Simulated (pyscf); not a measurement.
Structures and frequencies: ωB97X-D3(BJ)/def2-SVP in PySCF.

SMILES: [F][Ti]([F])([CH3])[F]
```xyz
8

C      0.0275     0.5906    -0.7803
Ti    -1.5873    -0.4153    -0.0760
F     -1.4182    -2.0509    -0.6300
F     -2.9865     0.3624    -0.7466
F     -1.5199    -0.2883     1.6539
H     -0.0213     1.6378    -0.4390
H      0.9411     0.1118    -0.3903
H      0.0262     0.5535    -1.8821
```
Charge 0, spin multiplicity 1.

Question: What is the homolytic dissociation enthalpy (298 K, ωB97M-D3(BJ)/def2-TZVP) of the C–Ti bond of H₃C–Ti(F)(F)–F, to CH₃• + [F–Ti(F)–F]•?

Answer: C–Ti to CH₃• + [F–Ti(F)–F]•: 54.0 kcal/mol. The 7 functionals that were run give +50.8 (M06-2X) to +62.3 kcal/mol (PBE). The radicals are drawn with the spin at the cut bond; how far it spreads was not checked. Open-shell species with a d-block atom are single-reference here; other states, and whether the spin sits on metal or ligand, were not checked.
